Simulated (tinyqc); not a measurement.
Inside a calculation. Method: CCSD on RHF in the sto-3g basis, for H2O, spin multiplicity 1. One step of it, computed by the program tinyqc.

Problem. CCSD: starting amplitudes. t_ij^ab = <ij||ab> / (e_i + e_j - e_a - e_b), whose energy is MP2.

orbital energies (hartree): MO1 -20.270755, MO2 -1.186042, MO3 -0.519352, MO4 -0.420025, MO5 -0.386559, MO6 0.414693, MO7 0.527335

Two-electron integrals over orbitals (pq|rs), unique and non-zero (hartree):
```
(11|11) 4.747506    (21|11) -0.434799   (21|21) 0.062832    (22|11) 1.030018
(22|21) -0.016212   (22|22) 0.726371    (31|31) 0.010371    (32|31) 0.016356
(32|32) 0.124372    (33|11) 0.743851    (33|21) -0.004786   (33|22) 0.601294
(33|33) 0.575643    (41|11) 0.152619    (41|21) -0.020656   (41|22) 0.010862
(41|33) 0.005024    (41|41) 0.022712    (42|11) -0.147832   (42|21) 0.007406
(42|22) -0.033676   (42|33) 0.003307    (42|41) 0.018725    (42|42) 0.129970
(43|31) -0.002050   (43|32) 0.030379    (43|43) 0.059180    (44|11) 0.912350
(44|21) -0.010532   (44|22) 0.655088    (44|33) 0.551840    (44|41) -0.007971
(44|42) -0.088243   (44|44) 0.676221    (51|51) 0.025939    (52|51) 0.033588
(52|52) 0.153271    (53|53) 0.025347    (54|51) -0.010955   (54|52) -0.041451
(54|54) 0.045139    (55|11) 1.115364    (55|21) -0.012347   (55|22) 0.759233
(55|33) 0.588693    (55|41) 0.004305    (55|42) -0.080680   (55|44) 0.676823
(55|55) 0.880159    (61|11) -0.182463   (61|21) 0.027825    (61|22) -0.002817
(61|33) 0.000558    (61|41) 0.004327    (61|42) 0.020590    (61|44) -0.014095
(61|55) -0.005039   (61|61) 0.023746    (62|11) 0.247945    (62|21) -0.005949
(62|22) 0.124236    (62|33) 0.060381    (62|41) 0.018209    (62|42) 0.038041
(62|44) 0.055869    (62|55) 0.132912    (62|61) 0.010766    (62|62) 0.091407
(63|31) 0.002246    (63|32) -0.037487   (63|43) -0.042505   (63|63) 0.078758
(64|11) 0.287239    (64|21) -0.003954   (64|22) 0.141022    (64|33) 0.049661
(64|41) 0.001180    (64|42) -0.050529   (64|44) 0.133511    (64|55) 0.161382
(64|61) -0.001915   (64|62) 0.059132    (64|64) 0.107522    (65|51) 0.012137
(65|52) 0.048176    (65|54) 0.008178    (65|65) 0.032671    (66|11) 0.764595
(66|21) -0.007463   (66|22) 0.581371    (66|33) 0.536162    (66|41) 0.016349
(66|42) 0.043948    (66|44) 0.537227    (66|55) 0.568676    (66|61) 0.008446
(66|62) 0.086775    (66|64) 0.055706    (66|66) 0.568616    (71|31) 0.014024
(71|32) 0.021227    (71|43) -0.002787   (71|63) 0.002539    (71|71) 0.018987
(72|31) 0.015131    (72|32) 0.060065    (72|43) -0.027082   (72|63) 0.026889
(72|71) 0.019643    (72|72) 0.071154    (73|11) 0.375047    (73|21) -0.006872
(73|22) 0.176342    (73|33) 0.087978    (73|41) -0.000100   (73|42) -0.074784
(73|44) 0.138099    (73|55) 0.208483    (73|61) -0.005142   (73|62) 0.064530
(73|64) 0.108643    (73|66) 0.046460    (73|73) 0.162303    (74|31) -0.007490
(74|32) -0.068618   (74|43) -0.019132   (74|63) 0.059002    (74|71) -0.010204
(74|72) -0.017432   (74|74) 0.070936    (75|53) 0.023949    (75|75) 0.025534
(76|31) 0.007032    (76|32) 0.081011    (76|43) 0.067462    (76|63) -0.069326
(76|71) 0.009390    (76|72) -0.001196   (76|74) -0.060813   (76|76) 0.112077
(77|11) 0.830450    (77|21) -0.008873   (77|22) 0.603597    (77|33) 0.569824
(77|41) 0.003413    (77|42) -0.020494   (77|44) 0.568091    (77|55) 0.604178
(77|61) -0.003307   (77|62) 0.057996    (77|64) 0.056134    (77|66) 0.539748
(77|73) 0.099613    (77|77) 0.587231
```

Give: Starting amplitudes; correlation energy.

Solution.

Starting amplitudes (spin orbitals 1a, 1b, ...; amplitudes related by a flip of all spins are not repeated; the 24 largest):
```
from      to          t
3a 3b  7a 7b    -0.0775
4a 4b  6a 6b    -0.0644
3a 4b  6b 7a     0.0577
3a 3b  6a 6b    -0.0422
4a 4b  7a 7b    -0.0374
3a 4b  6a 7b    -0.0314
2a 2b  6a 6b    -0.0286
3a 4a  6a 7a     0.0264
2a 3b  6a 7b    -0.0244
2a 4b  6a 6b    -0.0243
2a 2b  7a 7b    -0.0208
5a 5b  6a 6b    -0.0204
2a 3a  6a 7a    -0.0142
5a 5b  7a 7b    -0.0140
2a 3b  6b 7a     0.0102
2a 4b  7a 7b     0.0066
1a 2b  7a 7b    -0.0009
1a 1b  6a 6b    -0.0006
1a 2b  6a 6b  -4.83e-04
1a 4b  7a 7b   4.69e-04
1a 1b  7a 7b  -4.56e-04
1a 3a  6a 7a   3.53e-04
1a 3b  6a 7b   2.37e-04
1a 3b  6b 7a   1.17e-04
```

correlation energy = -0.057410 hartree
